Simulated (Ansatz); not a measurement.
System: black phosphorus. Method: r²SCAN (PAW; Ansatz, a quantum-chemistry and plane-wave program).

Numerical settings: plane-wave cutoff 560 eV, 10×10×8 k mesh (along the axes of the cell as run), Fermi–Dirac smearing 0.01 eV, scalar-relativistic PAW data made under PBE.

Properties against volume:

Shape and atoms are relaxed at each volume.

| V (Å³/atom) | P (GPa) | direct gap at Γ (eV) | smallest gap on the k mesh (eV) | c (Å) |
|---|---|---|---|---|
| 19.879 | 0.85 | 2.039 | 0.068 | 4.486 |
| 20.293 | 0.39 | 1.980 | 0.162 | 4.522 |
| 20.707 | 0.00 | 1.923 | 0.244 | 4.555 |
| 21.121 | -0.31 | 1.872 | 0.320 | 4.585 |
| 21.535 | -0.55 | 1.825 | 0.390 | 4.611 |

The fundamental gap (0.24 eV at the equilibrium volume, with added k points) lies elsewhere than Γ–Γ.

Measured, for comparison: band gap 0.35 eV (temperature not stated, no zero-point or thermal correction; as tabulated in Das et al. (2018), arXiv:1807.05623).

Note: for a layered or molecular solid the relaxed cell lies over 5 % above the published volume, where the minimum can be shallow; the cell comes from a level without a dispersion term, which matters for the spacing of layers, chains or molecules; the bulk modulus comes from volumes at which shape and atoms were relaxed.
